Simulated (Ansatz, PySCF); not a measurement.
System: C$_{4}$H$_{5}$, net charge 0, doublet state. SMILES: [CH]1CC1=C
Structure (B3LYP-D3(BJ)/def2-TZVP (Ansatz, a program for electronic structure) minimum search):
```
C
C 1 1.3445
C 1 1.3564 2 151.48
H 2 1.0747 1 149.92 3 0.00
H 3 1.0811 1 121.15 2 180.00
H 3 1.0824 5 118.05 1 -180.00
C 2 1.4870 4 146.10 1 -180.00
H 7 1.0898 2 119.47 4 -73.81
H 7 1.0898 8 113.46 2 -149.46
```
Charge 0, spin multiplicity 2.

Unscaled harmonic wavenumbers (cm⁻¹) in rising order, each level at the stationary point that it reaches from this structure (no distance between atoms moves by over 0.3 Å); the order of modes can differ between levels, and a negative number is imaginary. B3LYP-D3(BJ)/def2-TZVP (PySCF, at the structure above): 312, 351, 439, 559, 727, 804, 899, 984, 1034, 1036, 1076, 1119, 1194, 1461, 1496, 1605, 3038, 3096, 3144, 3235, 3272.

HF/3-21G (Ansatz): 340, 380, 485, 585, 736, 863, 946, 1098, 1103, 1129, 1162, 1223, 1272, 1577, 1641, 1646, 3268, 3310, 3346, 3401, 3487. Zero-point energy 47.2 against 44.1 kcal/mol; where all levels lie over 400 cm⁻¹, the wavenumbers are on average 1.070 times those of B3LYP-D3(BJ)/def2-TZVP.

B3LYP/6-31G* (Ansatz): 310, 348, 446, 555, 733, 780, 910, 992, 1048, 1049, 1082, 1138, 1203, 1484, 1525, 1616, 3049, 3106, 3165, 3254, 3286. Zero-point energy 44.4 against 44.1 kcal/mol; where all levels lie over 400 cm⁻¹, the wavenumbers are on average 1.007 times those of B3LYP-D3(BJ)/def2-TZVP.
